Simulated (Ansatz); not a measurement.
The first iterations of a band of H3O (4 atoms, charge 1, multiplicity 1).

All numbers below come from RKS PBE0-D4/def2-TZVP (Ansatz).

```json
{
 "movable images": "7",
 "climbing image": "yes",
 "spring": "5.0 eV/Å²",
 "optimiser": "quadratic models (default)",
 "start path": "through a guess of the saddle point",
 "force threshold": "0.03 eV/Å",
 "iteration limit": "60",
 "end points": "relaxed"
}
```

Image 0:

```xyz
4
Properties=species:S:1:pos:R:3
O 0.181 -0.056 -0.052
H 0.219 0.919 0.015
H -0.409 -0.368 -0.768
H 0.008 -0.494 0.805
```

Image 8:

```xyz
4
Properties=species:S:1:pos:R:3
O -0.181 0.056 0.052
H 0.340 0.881 -0.020
H -0.288 -0.406 -0.803
H 0.129 -0.531 0.770
```

| iteration | highest image above the first end (eV) | largest band force component (eV/Å) |
| --- | --- | --- |
| 1 | 0.144 | 1.213 |
| 2 | 0.097 | 0.872 |

Question: Does the band converge within its limit, and where does its top end?

Answer: The forces met the threshold. It ended after 5 iterations with the highest image 0.057 eV above the first end. A vibrational analysis at the climbing image gives one clearly imaginary mode, 595i cm⁻¹: a first-order saddle point. Limits of this set-up: the dipole of an ion depends on the origin.

Time of the run: 18 s on 1 thread of Arm Neoverse V1 (shared host), peak memory 0.08 GiB.
